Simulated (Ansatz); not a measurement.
**Diamond-structure Si**

Calculation: HSE06 (Ansatz, a program for electronic structure, PAW).

Run with plane-wave cutoff 520 eV, 8×8×8 k mesh, scalar-relativistic PAW data made under PBE.

Cell (relaxed at this level):

```yaml
crystal:
  lattice:
    - [0.00000, 2.71979, 2.71979]
    - [2.71979, 0.00000, 2.71979]
    - [2.71979, 2.71979, 0.00000]
  atoms:
    - { symbol: Si, position: [0.50000, 0.50000, 0.50000] }
    - { symbol: Si, position: [0.75000, 0.75000, 0.75000] }
```

```json
{
  "elastic constant C11": "169 GPa",
  "elastic constant C12": "63.0 GPa",
  "elastic constant C44": "81.4 GPa",
  "Voigt–Reuss–Hill bulk modulus": "98.4 GPa",
  "polycrystal shear modulus (Hill average)": "68.5 GPa",
  "young_modulus": "167 GPa",
  "poisson_ratio": "0.217"
}
```

Measured, for comparison: elastic constant C11 168 GPa, elastic constant C12 64.9 GPa, elastic constant C44 80.2 GPa (low temperature, zero-point motion not removed; as tabulated in Tanner et al. (2021), arXiv:2110.11888). Computed (rounded) less measured: elastic constant C11 +0.6 %, elastic constant C12 -3 %, elastic constant C44 +1 %.

Elastic constants are with the ions relaxed.
